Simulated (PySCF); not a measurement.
## Orbital picture of PH⁺

PBE0 at R = 1.435 Å; basis P def2-TZVP, H def2-TZVP; no relativity; PySCF 2.14. State: ⁴Σ⁻ (quartet), unpaired electrons σ ↑, π ↑↑, a second solution, started from another occupation. Only the outer orbitals are listed, counted within each symmetry.

```tsv
spin	orbital	occ.	ε (eV)	on P (%)	main shells (%)
α	4σ	1	-27.21	87	84 P s, 13 H s
α	5σ	1	-20.09	68	54 P p, 32 H s, 12 P s
α	2π	1	-16.17	100	100 P p
α	2π	1	-16.17	100	100 P p
α	6σ	0	-7.67	60	39 H s, 39 P p, 21 P d
α	7σ	0	-2.48	20	78 H s, 19 P d
α	3π	0	-2.07	98	96 P d
β	4σ	1	-23.71	82	74 P s, 18 H s
β	5σ	0	-14.49	75	48 P p, 25 H s, 25 P s
β	2π	0	-10.56	100	99 P p
β	2π	0	-10.56	100	99 P p
```

Q: Which are the highest filled and the lowest empty level, where do they sit, and how wide is the gap?

A: Highest filled α 2π at -16.17 eV (in %: 100 P p); lowest empty β 5σ at -14.49 eV (in %: 48 P p, 25 H s, 25 P s); the gap at PBE0 is 1.68 eV.

```
bond order (Mayer)                                                                                                : 0.78
⟨S²⟩                                                                                                              : 3.751
charge on P (Mulliken, basis-dependent)                                                                           : 0.64
charge on P (Löwdin, basis-dependent)                                                                             : 0.83
dipole moment (positive dipole points towards H; it is taken about the centre of mass and depends on that origin) : 1.02 D
```
